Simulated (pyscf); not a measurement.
F–Ge:–SH (SMILES [F][Ge][SH]) [singlet] → S=Ge: (SMILES [S]=[Ge]) [singlet] + HF (SMILES F), an elimination (singlet surface; F–Ge, H–S broken, F–H formed). Optimised with ωB97X-D3(BJ)/def2-SVP in PySCF. Correlated levels are frozen-core, on RHF or UHF. ΔMP2 is the change of the MP2 total energy from the triple- to the quadruple-zeta basis. Energies in kcal/mol from the reactant's lowest minimum found.

AM1 to PM7: differences of heats of formation from MOPAC. 

Problem. In single points AM1 puts the saddle at 64.3 kcal/mol and the reaction energy at +44.1 kcal/mol. Should these be trusted to within a few kcal/mol? Compare with CCSD(T)/def2-TZVPP + ΔMP2(QZVPP).

Solution. CCSD(T)/def2-TZVPP + ΔMP2(QZVPP) gives ΔE‡ = 26.1 kcal/mol and ΔE = +18.1 kcal/mol. AM1 lies 38.2 kcal/mol over it in the barrier and 26.0 kcal/mol over it in the reaction energy, so on this step it does not hold to within 3.0 kcal/mol. CCSD(T)/def2-TZVPP + ΔMP2(QZVPP) has limits of its own. On the product side the descent ends in a complex, 6.2 kcal/mol under the separated species and 7.8 kcal/mol under the saddle at ωB97X-D3(BJ)/def2-TZVP. At ωB97X-D3(BJ) the barrier from the zero used here is 28.5 kcal/mol. One saddle was located; it need not be the lowest between these sides. The CCSD(T) − MP2 part came from Ansatz, without density fitting, on the same reference. The frozen core leaves the outer d or s,p core shells of the metals and heavy elements correlated in the MP2 and CC values, and def2-TZVPP describes them poorly, which can shift differences by a few kcal/mol. In the def2 sets elements up to Kr have no core potential.
